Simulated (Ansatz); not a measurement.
The input, for Ansatz 0.2.0:

```yaml
crystal:
  periodic: [false, false, false]
  atoms:
    - {symbol: C, position_ang: [0.000000, 0.000000, 0.000000]}
    - {symbol: Ga, position_ang: [0.000000, 0.000000, 2.032800]}
basis:
  gaussian: {orbitals: cc-pVTZ}
total_charge: 1
correlation: {method: fci, electrons: outside_noble_gas}
```

```sh
$ ansatz run in.yaml --threads 2 --pin off --events-out ev --progress --plain --max-ram 31488MiB --backend cuda --devices 0, --max-vram 37GiB
```

Output:

```
841 factors; integrals over basis functions are off by at most 2.0e-7 eV
mean field evaluation 1: about -53348.7097 eV, gradient 2.6e1 eV
mean field evaluation 2: about -53348.7597 eV, gradient 2.6e1 eV
mean field evaluation 4: about -53351.6359 eV, gradient 2.5e0 eV
mean field evaluation 8: about -53351.7420 eV, gradient 7.0e-1 eV
mean field evaluation 16: about -53351.7533 eV, gradient 2.0e-6 eV
mean field evaluation 32: about -53348.7097 eV, gradient 2.6e1 eV
mean field evaluation 64: about -53351.7525 eV, gradient 2.0e-1 eV
mean field evaluation 96: about -53351.7616 eV, gradient 2.0e-1 eV
mean field evaluation 128: about -53351.7533 eV, gradient 1.2e-3 eV
mean field evaluation 160: about -53351.7533 eV, gradient 3.4e-4 eV
mean field -53351.82550755 eV, -1960.6434242361 hartree, gradient 2.8e-6 eV, S^2 0.000000; 10 other end points of the search recorded, 0 dependent functions left out; unrestricted orbitals would lower it
mean field evaluation 192: about -53351.7533 eV, gradient 2.0e-6 eV
unrestricted determinant -53353.68571889 eV, -1960.7117857421 hartree, S^2 1.3161
15 core orbitals not correlated: weight in the atoms' cores, before any rotation towards them, 0.997 or more for the frozen orbitals, at most 0.003 for the correlated occupied ones
reference -53351.75334427 eV, -1960.6407722848 hartree; 3, 3 occupied and 55, 55 virtual orbitals, 841 factors
state -53357.25309407 eV, -1960.8428843621 hartree
Total energy: -53357.25309407 eV, -1960.8428843621 hartree
```

Ran on 2 threads of AMD EPYC 7R13 with a shared H100 80 GB, shared host: 28 s wall, 1 GiB peak host memory.
